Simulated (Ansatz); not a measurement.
in.yaml

```yaml
crystal:
  periodic: [false, false, false]
  atoms:
    - {symbol: B, position_ang: [0.000000, -0.003902, 0.073873]}
    - {symbol: H, position_ang: [0.000000, 0.767435, -1.059565]}
    - {symbol: H, position_ang: [0.000000, -0.003902, 1.248087]}
    - {symbol: H, position_ang: [0.000000, -0.721686, -0.980873]}
basis:
  gaussian: {orbitals: STO-3G}
total_charge: 1
magnetization: {spin_polarized: false, initial_magnetization: 1}
correlation: {method: ccsd, electrons: outside_noble_gas}
output: {forces: true}
```

```sh
$ ansatz run in.yaml --threads 1 --pin off --events-out ev --progress --plain --max-ram 2393MiB
```

Task: Roughly how long does this take on 1 thread of AMD EPYC 7R43, shared host, and how much host memory?

Result: 0.15 s wall and 0.07 GiB.

```
98 factors; integrals over basis functions are off by at most 1.1e-5 eV
mean field evaluation 1: about -697.7880 eV, gradient 8.4e0 eV
mean field evaluation 2: about -697.7843 eV, gradient 8.3e0 eV
mean field evaluation 4: about -698.1068 eV, gradient 1.7e-1 eV
mean field evaluation 8: about -698.1070 eV, gradient 4.3e-4 eV
mean field -698.10702925 eV, -25.6549601309 hartree, gradient 2.4e-6 eV, S^2 0.750000; 0 other end points of the search recorded, 0 dependent functions left out
mean field evaluation 16: about -697.7725 eV, gradient 6.4e0 eV
1 core orbitals not correlated: weight in the atoms' cores, before any rotation towards them, 1.000 or more for the frozen orbitals, at most 0.000 for the correlated occupied ones
reference -698.10702925 eV, -25.6549601309 hartree; 3, 2 occupied and 4, 5 virtual orbitals, 98 factors
second order -0.88535036 eV of doubles, -0.02863303 eV of singles
cycle   1  -1.21478399 eV  change   -3.0e-1 eV  update   4.5e-2
cycle   2  -1.37817317 eV  change   -1.6e-1 eV  update   1.8e-2
cycle   3  -1.38263057 eV  change   -4.5e-3 eV  update   4.1e-3
cycle   4  -1.38485280 eV  change   -2.2e-3 eV  update   1.2e-3
cycle   5  -1.38371512 eV  change    1.1e-3 eV  update   3.7e-4
cycle   6  -1.38452847 eV  change   -8.1e-4 eV  update   1.6e-4
cycle   7  -1.38410344 eV  change    4.3e-4 eV  update   6.1e-5
cycle   8  -1.38426263 eV  change   -1.6e-4 eV  update   2.4e-5
cycle   9  -1.38426159 eV  change    1.0e-6 eV  update   3.8e-6
cycle  10  -1.38425515 eV  change    6.4e-6 eV  update   1.0e-6
cycle  11  -1.38425503 eV  change    1.3e-7 eV  update   1.9e-7
the calculation of the forces begins
Total energy: -699.49128427 eV, -25.7058305648 hartree
Atom 0 at     0.000000    -0.003902     0.073873 Å, force     0.000000     0.345118    -2.074782 eV/Å
Atom 1 at     0.000000     0.767435    -1.059565 Å, force     0.000000     0.233066     1.098887 eV/Å
Atom 2 at     0.000000    -0.003902     1.248087 Å, force     0.000000     0.147926     0.735963 eV/Å
Atom 3 at     0.000000    -0.721686    -0.980873 Å, force    -0.000000    -0.726109     0.239932 eV/Å
Dipole moment:    -0.000000     0.042170    -0.254512 e Å
```

Forces (eV/Å):
```
B    0.000  0.345 -2.075
H    0.000  0.233  1.099
H    0.000  0.148  0.736
H    0.000 -0.726  0.240
```
